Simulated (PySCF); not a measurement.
**SF₅: relaxation and vibrations of the doublet**

Aim: relax SF₅ as a doublet from a trigonal bipyramidal start, check by its vibrations whether the end is a minimum, and collect its spectrum and constants.

Program: PySCF 2.14.0. Level of theory: PBE0, basis S def2-SVP, F def2-SVP, no relativity, density fitting. These are calculated values, not measurements.

**1. The starting structure**

6 atoms, charge 0, spin multiplicity 2.

Bond lengths: S1–F2 1.670 Å, S1–F3 1.670 Å, S1–F4 1.670 Å, S1–F5 1.670 Å, S1–F6 1.670 Å. Angles: F2–S1–F3 180.0°, F2–S1–F4 90.0°, F2–S1–F5 90.0°, F2–S1–F6 90.0°, F3–S1–F4 90.0°, F3–S1–F5 90.0°, F3–S1–F6 90.0°, F4–S1–F5 120.0°, F4–S1–F6 120.0°, F5–S1–F6 120.0°.

Coordinates in bohr (charge 0 multiplicity 2):
```
S     0.0000    0.0000    0.0000
F     0.0000    0.0000    3.1558
F     0.0000    0.0000   -3.1558
F     3.1559    0.0000    0.0000
F    -1.5779    2.7331    0.0000
F    -1.5780   -2.7331    0.0000
```

**2. Trigonal bipyramidal start, doublet: relaxation**

The steps below are one call of a driver around PySCF. For each, scf.py gives the equivalent set-up of the SCF; relaxations use the driver's own optimiser. Before each start the driver seeks the lowest SCF state from one or more starting densities and follows internal instabilities, so scf.py alone need not reach the same state.

The program finds D3h symmetry in the start, which this walk keeps.

File scf.py:

```python
from pyscf import gto, scf, dft
mol = gto.M(atom='''
S     -0.000000     0.000000     0.000000
F      0.000000    -0.000000     1.670000
F     -0.000000     0.000000    -1.670000
F      1.670022    -0.000019    -0.000000
F     -0.834995     1.446291     0.000000
F     -0.835027    -1.446272    -0.000000''',
    basis={'S': 'def2-SVP', 'F': 'def2-SVP'},
    charge=0, spin=1)
mf = dft.UKS(mol, xc='PBE0')
mf.grids.atom_grid = (50, 194)
aux = {'S': 'def2-universal-JKFIT', 'F': 'def2-universal-JKFIT'}
mf = mf.density_fit(auxbasis=aux)
mf.kernel()
```

Energy and gradient, step by step:

```tsv
step	energy (Eh)	change (kJ/mol)	largest symmetric gradient (Eh/bohr)
0	-896.072354	0.00	0.00596
1	-896.072506	-0.40	0.00071
2	-896.072509	-0.41	0.00020
```

The walk ran for 4.2 s (4 threads, shared host).

Positions (Å) and forces (eV/Å) along the way:

```
step 0
S    0.000   0.000   0.000   0.006   0.000   0.000
F    0.000   0.000   1.670   0.000   0.000  -0.306
F    0.000   0.000  -1.670   0.000   0.000   0.306
F    1.670   0.000   0.000   0.045   0.000   0.000
F   -0.835   1.446   0.000  -0.025   0.030   0.000
F   -0.835  -1.446   0.000  -0.025  -0.030   0.000
step 1
S    0.000   0.000   0.000   0.005   0.000   0.000
F    0.000   0.000   1.656   0.000   0.000   0.029
F    0.000   0.000  -1.656   0.000   0.000  -0.029
F    1.672   0.000   0.000   0.041   0.000   0.000
F   -0.836   1.448   0.000  -0.022   0.027   0.000
F   -0.836  -1.448   0.000  -0.022  -0.027   0.000
step 2
S    0.000   0.000   0.000   0.005   0.000   0.000
F    0.000   0.000   1.657   0.000   0.000  -0.003
F    0.000   0.000  -1.657   0.000   0.000   0.003
F    1.674   0.000   0.000  -0.006   0.000   0.000
F   -0.837   1.450   0.000   0.001  -0.014   0.000
F   -0.837  -1.450   0.000   0.001   0.014   0.000
```

End point (D3h, 2 steps, 0.4 kJ/mol gained): S–F 1.657 Å (×2), S–F 1.674 Å (×3); F–S–F 90.0° (×6), F–S–F 120.0° (×3), F–S–F 180.0°.

**3. Frequencies**

On the finer grid the gradient is checked again; gradients at displacements of ±0.01 bohr then give force constants and infrared intensities.

scf.py, as its differences from that of step 2:

```diff
@@ -3,6 +3,6 @@
-S     -0.000000     0.000000     0.000000
-F      0.000000    -0.000000     1.670000
-F     -0.000000     0.000000    -1.670000
-F      1.670022    -0.000019    -0.000000
-F     -0.834995     1.446291     0.000000
-F     -0.835027    -1.446272    -0.000000''',
+S      0.000000    -0.000000     0.000000
+F      0.000000    -0.000000     1.656841
+F     -0.000000     0.000000    -1.656841
+F      1.673587    -0.000019    -0.000000
+F     -0.836777     1.449378     0.000000
+F     -0.836810    -1.449359    -0.000000''',
@@ -12 +12 @@
-mf.grids.atom_grid = (50, 194)
+mf.grids.atom_grid = (75, 302)
```

The driver hands on the density of the step before, so the log starts near convergence.

Log of the central SCF (cycles and frontier levels):

```text
init E= -896.07221429683
[... the frontier-level lines of each cycle are left out ...]
cycle= 1 E= -896.072214296514  delta_E= 3.16e-10  |g|= 3.69e-05  |ddm|= 3.78e-05
cycle= 2 E= -896.072214295416  delta_E= 1.1e-09  |g|= 6.81e-05  |ddm|= 6.95e-05
cycle= 3 E= -896.072214296974  delta_E= -1.56e-09  |g|= 1.75e-06  |ddm|= 4.53e-05
cycle= 4 E= -896.072214296981  delta_E= -6.82e-12  |g|= 3.41e-07  |ddm|= 1.36e-06
Extra cycle  E= -896.072214296971  delta_E= 1e-11  |g|= 4.93e-07  |ddm|= 7.71e-07
converged SCF energy = -896.072214296971  <S^2> = 0.75597476  2S+1 = 2.0059659
```

The whole step took 30 s.

Geometry: D3h; S–F 1.657 Å (×2), S–F 1.674 Å (×3); F–S–F 90.0° (×6), F–S–F 120.0° (×3), F–S–F 180.0°.

Harmonic modes (main isotopes):

```
symmetry  ω (cm⁻¹)  IR (km/mol)  μ (u)
      e'      380i         53.8  19.51
      e'       220          4.6  19.03
    a2''       280          7.8  19.37
     e''       354          0.0  19.00
     a1'       554          0.0  19.00
     a1'       684          0.0  19.00
      e'       697          732  26.24
    a2''       799          606  26.54
```

2 modes are imaginary, the largest at 380i cm⁻¹: a saddle point, not a minimum.

Properties at this point:

```yaml
Dipole_moment: 0.00 D
Highest_occupied_level: -7.41 eV
Lowest_empty_level: -4.21 eV
Rotational_constants: 0.1056, 0.09156, 0.09156 cm⁻¹
Zero-point_energy_real_modes: 29.1 kJ/mol
Principal_polarisabilities: 26.9, 26.9, 27.1 bohr³
Atomisation_energy_without_zero-point_energy: 1284 kJ/mol
Principal_traceless_quadrupole_moments_about_the_centre_of_mass: -2.68, 1.34, 1.34 D Å
Spin_squared_⟨S²⟩: 0.756
```

Populations by atom (charges in e):

```
  atom  Mulliken  Löwdin  polar tensor  spin (Mulliken)  Mayer order to S1
    S1      1.53    1.39          2.94             0.30                  –
  F2,3     -0.33   -0.29         -0.58             0.12               0.82
F4,5,6     -0.29   -0.27         -0.60             0.15               0.86
```

Outer orbital energies (eV). α occupied: -14.16, -13.25, -13.11, -12.75, -12.75, -12.23, -12.23, -7.41; empty: -2.20, -2.20, 1.14, 8.61. β occupied: -13.82, -13.39, -13.11, -12.79, -12.55, -12.55, -12.09, -12.09; empty: -4.21, -1.32, -1.32, 1.98.

Mulliken populations on S1: s 5.69, p 8.21, d 0.57.

**4. Downhill along the imaginary mode**

The start is the last point, displaced along its most imaginary mode.

The program finds Cs symmetry in the start, which this walk keeps.

scf.py, as its differences from that of step 3:

```diff
@@ -3,6 +3,6 @@
-S      0.000000    -0.000000     0.000000
-F      0.000000    -0.000000     1.656841
-F     -0.000000     0.000000    -1.656841
-F      1.673587    -0.000019    -0.000000
-F     -0.836777     1.449378     0.000000
-F     -0.836810    -1.449359    -0.000000''',
+S      0.024447    -0.035268    -0.000000
+F     -0.019752     0.028495     1.656841
+F     -0.019752     0.028495    -1.656841
+F      1.741059     0.098887    -0.000000
+F     -0.786358     1.342201     0.000000
+F     -0.956338    -1.438727    -0.000000''',
@@ -12 +12 @@
-mf.grids.atom_grid = (75, 302)
+mf.grids.atom_grid = (50, 194)
```

The optimiser's trace:

```tsv
step	energy (Eh)	change (kJ/mol)	largest symmetric gradient (Eh/bohr)
0	-896.078884	0.00	0.02678
1	-896.095593	-43.87	0.02647
2	-896.111789	-86.39	0.03391
3	-896.125985	-123.66	0.02360
4	-896.128808	-131.07	0.00367
5	-896.128864	-131.22	0.00176
6	-896.128872	-131.24	0.00131
7	-896.128876	-131.25	0.00055
8	-896.128876	-131.25	0.00039
9	-896.128876	-131.25	0.00011
```

The walk took 16 s.

End point (C4v, 9 steps, 131.3 kJ/mol gained): S–F 1.571 Å, S–F 1.621 Å (×4); F–S–F 90.0° (×4), F–S–F 91.4° (×4), F–S–F 177.2° (×2).

**5. Is it a minimum? Harmonic modes**

The same treatment as at the point before.

scf.py, as its differences from that of step 4:

```diff
@@ -3,6 +3,6 @@
-S      0.024447    -0.035268    -0.000000
-F     -0.019752     0.028495     1.656841
-F     -0.019752     0.028495    -1.656841
-F      1.741059     0.098887    -0.000000
-F     -0.786358     1.342201     0.000000
-F     -0.956338    -1.438727    -0.000000''',
+S      0.104695    -0.182379    -0.000000
+F      0.125201    -0.218100     1.619951
+F      0.125201    -0.218100    -1.619951
+F      1.530121     0.588400     0.000000
+F     -0.677284     1.179826     0.000000
+F     -1.279718    -1.024600    -0.000000''',
@@ -12 +12 @@
-mf.grids.atom_grid = (50, 194)
+mf.grids.atom_grid = (75, 302)
```

Log of the central SCF (cycles and frontier levels):

```text
init E= -896.128617030883
[... the frontier-level lines of each cycle are left out ...]
cycle= 1 E= -896.128617030836  delta_E= 4.68e-11  |g|= 1.58e-05  |ddm|= 1.63e-05
cycle= 2 E= -896.128617030698  delta_E= 1.38e-10  |g|= 2.61e-05  |ddm|= 2.67e-05
cycle= 3 E= -896.12861703092  delta_E= -2.22e-10  |g|= 8.36e-07  |ddm|= 1.67e-05
cycle= 4 E= -896.128617030916  delta_E= 3.64e-12  |g|= 2.2e-07  |ddm|= 6.21e-07
Extra cycle  E= -896.128617030917  delta_E= -9.09e-13  |g|= 3.08e-07  |ddm|= 4.01e-07
converged SCF energy = -896.128617030917  <S^2> = 0.75396987  2S+1 = 2.0039659
```

The whole step took 33 s.

Geometry: C4v; S–F 1.571 Å, S–F 1.620 Å (×4); F–S–F 90.0° (×4), F–S–F 91.5° (×4), F–S–F 177.1° (×2).

Modes, for the most abundant isotopes:

```csv
symmetry,ω (cm⁻¹),IR (km/mol),type
b1,235,0.0,bend
e,356,0.6,bend
b2,446,0.0,bend
e,492,18.0,bend
a1,538,36.4,bend
b1,624,0.0,stretch
a1,659,8.1,stretch
e,900,907,mixed
a1,921,163,mixed
```

Every mode is real; the point is a minimum.

Constants and moments:

```yaml
Dipole_moment: 0.54 D
Highest_occupied_level: -8.97 eV
Lowest_empty_level: -4.65 eV
Rotational_constants: 0.1195, 0.1195, 0.08453 cm⁻¹
Zero-point_energy: 41.4 kJ/mol
Principal_polarisabilities: 16.4, 24.3, 24.3 bohr³
Atomisation_energy_without_zero-point_energy: 1432 kJ/mol
Principal_traceless_quadrupole_moments_about_the_centre_of_mass: -1.83, -1.83, 3.67 D Å
Entropy_at_298.15_K_and_1_bar_electronic_part_spin_only: 308.8 J/(mol K)
Heat_capacity_Cp_at_298.15_K: 89.1 J/(mol K)
Enthalpy_at_298.15_K_above_0_K: 16.68 kJ/mol
Rotational_symmetry_number: 4
Spin_squared_⟨S²⟩: 0.754
```

Charges (e) and bond orders:

| atom | Mulliken | Löwdin | polar tensor | spin (Mulliken) | Mayer order to S1 |
| --- | --- | --- | --- | --- | --- |
| S1 | 1.54 | 1.25 | 2.90 | 0.54 | – |
| F2,3,4,6 | -0.32 | -0.26 | -0.59 | 0.12 | 0.88 |
| F5 | -0.28 | -0.21 | -0.54 | -0.01 | 0.97 |

Outer orbital energies (eV). α occupied: -13.78, -13.05, -13.02, -13.02, -12.73, -12.73, -12.01, -8.97; empty: -0.21, 2.35, 2.35, 8.86. β occupied: -13.95, -13.60, -12.83, -12.83, -12.66, -12.57, -12.57, -11.88; empty: -4.65, 0.15, 2.98, 2.98.

Mulliken populations on S1: s 5.45, p 8.27, d 0.73.

**6. The points found, side by side**

| spin | group | bonds | imaginary modes (cm⁻¹) | ΔE (kJ/mol) | with zero-point energy |
| --- | --- | --- | --- | --- | --- |
| doublet | C4v | S–F 1.571 Å, S–F 1.620 Å (×4) | none | 0.0 | 0.0 |
| doublet | D3h | S–F 1.657 Å (×2), S–F 1.674 Å (×3) | 380i, 380i | 148.1 | – |

**7. Results**

| quantity | value |
| --- | --- |
| minimum | doublet, C4v |
| geometry | S–F 1.571 Å, S–F 1.620 Å (×4); F–S–F 90.0° (×4), F–S–F 91.5° (×4), F–S–F 177.1° (×2) |
| wavenumbers (cm⁻¹) | 235 (b1), 356 (e), 446 (b2), 492 (e), 538 (a1), 624 (b1), 659 (a1), 900 (e), 921 (a1) |
| dipole moment | 0.54 D |
| highest occupied, lowest empty level (either spin) | -8.97, -4.65 eV |
| polar-tensor charge of S1 | +2.90 e |
| zero-point energy | 41.4 kJ/mol |
| entropy at 298.15 K | 308.8 J/(mol K) |
| atomisation energy (no zero-point energy) | 1432 kJ/mol |
| ⟨S²⟩ | 0.754 |

What this shows: From D3h at the start the molecule goes to a C4v minimum, after a stop at a second-order saddle point 148.1 kJ/mol higher, from which it was pushed off along an imaginary mode. In the infrared the band at 900 cm⁻¹ (e, mixed) leads. Most of the spin sits on S1 (Mulliken spin 0.54, against 1 for the whole molecule). Only this shape and spin were tried, so other structures or states may lie lower.

The search up to here ran for 88 s (4 threads, shared host).
